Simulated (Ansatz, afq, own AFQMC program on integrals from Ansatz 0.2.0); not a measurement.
## Atomization energy of C2H8BGeN, singlet

```xyz
13

B    -0.4771    0.4527    1.8465
N    -0.1360    0.1363    0.5168
Ge    0.4239   -1.6044    0.0683
C    -0.2060    1.1052   -0.4924
C     0.0900    0.9415   -1.7870
H    -0.8341    1.5800    2.1061
H    -0.4086   -0.3986    2.7012
H    -0.5445   -2.1705   -0.9834
H     0.3879   -2.4111    1.3675
H     1.8443   -1.5236   -0.5152
H    -0.5445    2.0821   -0.1297
H     0.4326   -0.0070   -2.2098
H    -0.0077    1.7829   -2.4742
```

Atoms in their ground-state spins without spin–orbit coupling (mostly on UHF) minus the molecule (RHF), without zero-point energy. The geometry is a stationary point, not shown to be a minimum.

Basis def2-SVP. Only valence electrons are correlated. Integrals, coupled cluster, full CI and functionals: Ansatz 0.2.0; the random walks run on the same integrals in our own AFQMC program. The CISD trial takes its coefficients from CCSD amplitudes. Released means that phaseless walkers are propagated on without the constraint, phases kept. ± is one standard error of the sampling. No spin–orbit coupling. The errors of all members are added in quadrature.

No full CI on the walks' own integrals is used here. The released AFQMC energy serves as the reference, which it does only where one determinant dominates, the energy is flat over the last release times and near the phaseless one (40 meV or 2 meV an electron, half that with transition metals). On small molecules, where full CI could be run and the noise was under 10 meV, such values lay within 10 meV of it in 19 cases of 20, a flattering rate, since the rule was set on those same cases; what remains of the bias isn't in the error bar. Each member takes its own surest rung, up to full CI.

Errors are counted within def2-SVP, not against nature.

Cautions: inner d shell frozen; no relativity below Rb; no spin-orbit coupling; C₂H₈BGeN (singlet): the released value is read at 0.90 1/Eh with a noise of 20 meV, more than in the cases checked (meV from the phaseless value at times in 1/Eh: -5 ± 16 at 0.21, -3 ± 15 at 0.42, -5 ± 12 at 0.63, 15 ± 20 at 0.90).

```json
{"level": "CCSD", "atomization energy (kcal/mol)": "1057.5"}
{"level": "MP2", "atomization energy (kcal/mol)": "1075.6"}
```

Q: From these cheaper values, estimate the atomization energy at the reference level in def2-SVP.

A: 1069.7 ± 0.5 kcal/mol (AFQMC with the constraint released in def2-SVP).

| level | atomization energy (kcal/mol) | error against released AFQMC (kcal/mol) |
| --- | --- | --- |
| HF | 840.1 | -229.6 ± 0.5 |
| CCSD(T) | 1069.4 | -0.4 ± 0.5 |
| ph-AFQMC/CISD | 1070.3 ± 0.4 | 0.6 ± 0.6 |

Correlation beyond CCSD(T) changes it by less than twice the noise. The perturbative (T) step is worth +11.8 kcal/mol.

Released energies are given only where the last usable release times agree within the noise; a slower fall can still hide under it.
